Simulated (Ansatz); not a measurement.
Predict the output of the script below (the Python package of Ansatz (0.2.0)).

The script, `run_cas.py`:
```python
'''Active-space calculation on C2H3F.'''

from dataclasses import dataclass

import ansatz as az


@dataclass(frozen=True)
class RunConfig:
    basis: str = 'def2-SVP'


opts = RunConfig()

GEOMETRY = '''
C    -0.51170    0.05110   -0.42150
C     0.48490   -0.00770    0.37810
F     0.91680   -1.20050    0.76780
H    -0.99240   -0.78400   -0.79200
H    -0.92550    1.05620   -0.77250
H     1.06990    0.82090    0.79380
'''

geometry = az.Crystal.molecule()
for line in GEOMETRY.strip().splitlines():
    symbol, *xyz = line.split()
    geometry = geometry.atom(symbol, [float(v) for v in xyz])

base = (
    geometry.calculation()
    .basis(gaussian=opts.basis)
    .scf(lower_state_search='light')
    .correlation(active_electrons=6, active_orbitals=6)  # correlation on top of the mean field
)
for method in ['sc_nevpt2']:
    summary = (base if method is None else base.correlation(method)).run(threads=1).report
    space = summary['configurations']
    state = space['states'][0]
    print(method or 'casscf', f'total {summary["free_energy_ev"] / 27.211386246:.6f} Ha, active-space state {state["energy"]["hartree"]:.6f} Ha, mean field {summary["reference_energy_ev"] / 27.211386246:.6f} Ha')
    print('  determinants', state['n_determinants'], ' natural occupations', [round(n, 3) for n in space['natural_occupations']])
print('effectively unpaired electrons, sum of min(n, 2 - n):', round(sum(min(n, 2 - n) for n in space['natural_occupations']), 3))
```

Output of `python run_cas.py`:
```text
RunWarning: the results are in doubt because another end's mean lies 0.753 eV lower, and its corrected mean 0.673 eV higher
sc_nevpt2 total -177.187337 Ha, active-space state -176.805372 Ha, mean field -176.740656 Ha
  determinants 400  natural occupations [1.98, 1.978, 1.929, 0.072, 0.022, 0.02]
effectively unpaired electrons, sum of min(n, 2 - n): 0.227
```
(Warnings from the package without file and line.)

Reading the output:
- The settings weren't tested for convergence.
- The geometry is a force-field or estimated start, not a minimum of this method, and the basis set is short of its limit. The active space starts as a window about the frontier orbitals and is then optimised, not chosen by chemistry.
- A lower CASSCF solution was found and passed over, so the printed active-space state isn't the lowest.
- It ran for 9.3 s on 1 thread of Intel(R) Xeon(R) Platinum 8259CL CPU @ 2.50GHz (Skylake/Cascade Lake) (shared host), peak memory 0.17 GiB.

(Lines on the test bed's own set-up are left out of the output.)
